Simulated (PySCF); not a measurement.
Compound: C4H7 (doublet state).
Z-matrix (Å and degrees, PBE0-D3(BJ)/def2-SVP geometry), rows numbered from 1:
```
C 
C   1  1.3146
C   2  1.5033  1  126.30
C   3  1.5243  2  112.65  1  -120.07
H   1  1.0896  2  137.71  3   179.69
H   2  1.1063  1  118.11  3  -179.03
H   3  1.1048  2  108.46  1   118.80
H   3  1.1009  2  109.22  1     3.06
H   4  1.1008  3  111.03  2    60.98
H   4  1.1019  3  111.38  2   -58.80
H   4  1.1006  3  111.17  2  -178.78
```

The hyperfine couplings belong to this conformer and change with its torsions.

Identity: `[C](=C\CC)/[H]` [radical].

Theory: UKS B3LYP, IGLO-III on C, pcH-1 on H, non-relativistic, mean-field spin-orbit, GIAO (PySCF 2.14.0). Isolated species at its PBE0-D3(BJ)/def2-SVP geometry (one conformer only). The SCF solution wasn't tested for stability.

The isotropic 1H couplings, averaged over equivalent nuclei, are +165.2, +52.3, -6.7, +0.6 MHz. Assign them to H5; H6; H7/H8; H9/H10/H11.

| site | a_iso (MHz) | ρ(0) (bohr⁻³) | position | distance from C1 (Å) | bound to | spin population there | largest \|T\| (MHz) |
| --- | --- | --- | --- | --- | --- | --- | --- |
| H5 | +52.3 | +0.0117 | 1 bond from C1 | 1.09 | C1 | +1.02 | 39.3 |
| H6 | +165.2 | +0.0370 | 2 bonds from C1, on C2 of spin population -0.15 | 2.08 | C2 | -0.15 | 7.0 |
| H7/H8 | -6.7 | -0.0015 | 3 bonds from C1 | 2.92 | C3 | +0.03 | 6.5 |
| H9/H10/H11 | +0.6 | +0.0001 | 4 bonds from C1 | 4.02 | C4 | 0.00 | 2.2 |

ρ(0) is the spin density at the nucleus and T the dipolar tensor; entries for several nuclei are means. Largest spin populations (Mulliken): C1 (+1.02), C2 (-0.15) and H6 (+0.08). No atom but C1 exceeds +0.15. The positive populations add up to 1.15 and the negative ones to -0.15, together 2S = 1.

Class means assume fast exchange of nuclei equivalent by connectivity; if that motion is slow, each nucleus keeps its own coupling. The 1H value of -6.7 MHz is a mean of couplings from -9.3 to -4.1 MHz in this one geometry, not an average over conformers.
